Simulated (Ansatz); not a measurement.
# SiH2O2 (SMILES O[Si]O): HF/STO-3G

Aim: the energy change on altering one bond length of SiH2O2 at HF/STO-3G, from 2 runs. 

The calculation is run with Ansatz 0.2.0.

64 further runs of the same task are left out: 64 set aside as unsound or not needed.

### Step 1. Starting point

SiH2O2 has 5 atoms, charge 0, and is taken as a singlet. SMILES: `O[Si]O`. Geometry: relaxed at PBE0-D4/def2-TZVP. This is one conformer, not always the lowest.

Bond lengths: O1–Si2 1.642 Å, Si2–O3 1.663 Å, O1–H4 0.964 Å, O3–H5 0.960 Å. Angles: O1–Si2–O3 99.4°, Si2–O1–H4 117.5°, Si2–O3–H5 116.1°.

### Step 2. The energy at HF/STO-3G

File molecule.yaml:

```yaml
basis:
  gaussian: {orbitals: STO-3G}
crystal:
  periodic: [false, false, false]
  atoms:
    - {symbol: O, position_ang: [-1.443200, -0.105600, -0.275000]}
    - {symbol: Si, position_ang: [-0.212000, -0.791300, 0.567700]}
    - {symbol: O, position_ang: [1.036000, 0.187500, 0.068600]}
    - {symbol: H, position_ang: [-1.231900, 0.648900, -0.836100]}
    - {symbol: H, position_ang: [1.901100, -0.013100, 0.433400]}
hamiltonian: {xc: hf}
accuracy: high
output: {orbitals: {seedname: orbitals}}
```

Launch:

```console
ansatz run molecule.yaml --threads 1 --pin off --max-ram 3480MiB --events-out events.jsonl --progress --plain --runs-dir runs
```

What it wrote:

```text
Warning: RAYON_NUM_THREADS=1 ignored (pool sized by the plan → 1); use --threads N
Functional definition: HF
  name "HF"
  exchange = exact_x
  correlation = 0
386 factors; integrals over basis functions are off by at most 3.1e-8 eV
mean field evaluation 1: about -11819.5754 eV, gradient 2.6e1 eV
mean field evaluation 2: about -11819.6506 eV, gradient 2.6e1 eV
mean field evaluation 4: about -11821.9695 eV, gradient 1.2e0 eV
mean field evaluation 8: about -11821.9758 eV, gradient 1.9e-2 eV
mean field -11821.97581161 eV, -434.4495978537 hartree, gradient 9.7e-9 eV, S^2 0.000000; 0 other end points of the search recorded, 0 dependent functions left out
reference -11821.97581161 eV, -434.4495978537 hartree; 16, 16 occupied and 5, 5 virtual orbitals, 386 factors
Total energy: -11821.97581161 eV, -434.4495978537 hartree
```

Run time: 0.1 s. Hardware: 1 thread of Arm Neoverse V2, shared host.

### Step 3. The distorted shape at the same level

File job.yaml:

```yaml
crystal:
  periodic: [false, false, false]
  atoms:
    - symbol: O
      position_ang: [-1.875757, -0.005298, -0.457403]
    - symbol: Si
      position_ang: [-0.644557, -0.690998, 0.385297]
    - symbol: O
      position_ang: [0.603443, 0.287802, -0.113803]
    - symbol: H
      position_ang: [-1.664457, 0.749202, -1.018503]
    - symbol: H
      position_ang: [1.901100, -0.013100, 0.433400]
basis:
  gaussian:
    orbitals: STO-3G
hamiltonian:
  xc: hf
accuracy: high
output: {orbitals: {seedname: orbitals}}
```

Launch:

```console
ansatz run job.yaml --threads 1 --pin off --max-ram 3480MiB --events-out events.jsonl --progress --plain --runs-dir runs
```

What it wrote:

```text
Warning: RAYON_NUM_THREADS=1 ignored (pool sized by the plan → 1); use --threads N
[... 4 set-up lines as earlier in the session ...]
383 factors; integrals over basis functions are off by at most 4.9e-8 eV
mean field evaluation 1: about -11815.2107 eV, gradient 2.9e1 eV
mean field evaluation 2: about -11815.2763 eV, gradient 2.9e1 eV
mean field evaluation 4: about -11818.7295 eV, gradient 2.0e0 eV
mean field evaluation 8: about -11818.7480 eV, gradient 3.8e-4 eV
mean field -11818.74797470 eV, -434.3309770352 hartree, gradient 2.4e-8 eV, S^2 0.000000; 0 other end points of the search recorded, 0 dependent functions left out
reference -11818.74797470 eV, -434.3309770352 hartree; 16, 16 occupied and 5, 5 virtual orbitals, 383 factors
Total energy: -11818.74797470 eV, -434.3309770352 hartree
```

Wall time 0.1 s (1 thread of Arm Neoverse V2, shared host).

### Step 4. Results

Level: HF/STO-3G.

```
                                                         quantity          value
                                        first shape: total energy  -434.44960 Eh
                                         first shape: HOMO energy       -6.43 eV
                                         first shape: LUMO energy        7.59 eV
                                       first shape: HOMO–LUMO gap       14.02 eV
                                    distorted shape: total energy  -434.33098 Eh
                                     distorted shape: HOMO energy       -6.46 eV
                                     distorted shape: LUMO energy        7.43 eV
                                   distorted shape: HOMO–LUMO gap       13.90 eV
energy change with the O3–H5 bond stretched from 0.960 to 1.440 Å       3.228 eV
```

In words: With the O3–H5 bond stretched from 0.960 to 1.440 Å the energy rises by 3.23 eV (311 kJ/mol). The first shape isn't relaxed at this level, so the change isn't measured from a minimum. The minimal basis adds a large error of its own.
